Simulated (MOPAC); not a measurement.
MOPAC input (PM7):

```
PM7 FORCE THERMO(298,298) PRECISE LET CHARGE=1 GEO-OK AUX(PRECISION=9) THREADS=1
H2ClO

O     0.00170995 1    1.08501938 1   -0.13890811 1
H    -0.96647638 1    1.36606935 1    0.15072229 1
Cl    0.02767910 1   -0.67228784 1    0.00699477 1
H     0.53300750 1    1.43347549 1    0.69569420 1
```

Problem. Which zero-point energy does it print?

Solution. 13.24 kcal/mol, from the harmonic wavenumbers of PM7.
